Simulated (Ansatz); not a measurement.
# BNH5+ (SMILES B[NH3+]): one structure at several levels

An exercise on one series of results from a longer session: the logs are not shown, and one member is left open.

Program: Ansatz 0.2.0, Gaussian basis. Level of theory: single points in def2-TZVPP. These are calculated values, not measurements.

Cores are frozen in the correlated methods.

**Where the work starts**

SMILES `B[NH3+]`, 7 atoms, charge 1, spin multiplicity 1.

Atoms are counted from 1 here; the program's logs count them from 0.

Bond lengths: B1–N2 1.472 Å, B1–H3 1.155 Å, B1–H4 1.223 Å, N2–H5 0.897 Å, N2–H6 1.071 Å, N2–H7 0.977 Å. Angles: N2–B1–H3 122.4°, N2–B1–H4 118.6°, H3–B1–H4 119.0°, B1–N2–H5 110.8°, B1–N2–H6 103.1°, B1–N2–H7 117.7°, H5–N2–H6 114.4°, H5–N2–H7 101.5°, H6–N2–H7 109.8°.

Coordinates:

```
B    -0.1093   -0.8159    0.0911
N     0.1600    0.6121   -0.1430
H     0.6582   -1.5150    0.5977
H    -1.1984   -1.2679   -0.2327
H     0.0917    0.8108   -1.0152
H    -0.5623    1.0998    0.4794
H     1.0546    0.9458    0.0640
```

The first run:

Contents of run/in.yaml:

```yaml
crystal:
  periodic: [false, false, false]
  atoms:
    - {symbol: B, position_ang: [-0.109300, -0.815900, 0.091100]}
    - {symbol: N, position_ang: [0.160000, 0.612100, -0.143000]}
    - {symbol: H, position_ang: [0.658200, -1.515000, 0.597700]}
    - {symbol: H, position_ang: [-1.198400, -1.267900, -0.232700]}
    - {symbol: H, position_ang: [0.091700, 0.810800, -1.015200]}
    - {symbol: H, position_ang: [-0.562300, 1.099800, 0.479400]}
    - {symbol: H, position_ang: [1.054600, 0.945800, 0.064000]}
basis:
  gaussian: {orbitals: def2-TZVPP}
total_charge: 1
correlation: {method: ccsd_t}
output: {forces: true}
```

No record of the launch command was kept for these runs.

Steps of the session up to this table: CCSD(T)/def2-TZVPP; PBE0-D4/def2-TZVPP; wB97M-V/def2-TZVPP; r2SCAN-D4/def2-TZVPP; PBE-D4/def2-TZVPP; HSE06-D4/def2-TZVPP; r2SCANh-D4/def2-TZVPP.

One of the session's tables, all rows but one given; the rest of the session is left out.

```
    method  RMS force component (eV/Å)  angle to CCSD(T) forces (°)
   CCSD(T)                       2.643                    reference
   PBE0-D4                       2.638                          2.7
   wB97M-V                       2.633                          1.4
 r2SCAN-D4                       2.627                          2.1
    PBE-D4                           ?                            ?
  HSE06-D4                       2.640                          2.7
r2SCANh-D4                       2.615                          2.0
```

Q: Estimate the row for PBE-D4 from the others.

The run gave: RMS force component (eV/Å): 2.691; angle to CCSD(T) forces (°): 4.4. In the column «RMS force component (eV/Å)» it is the highest.
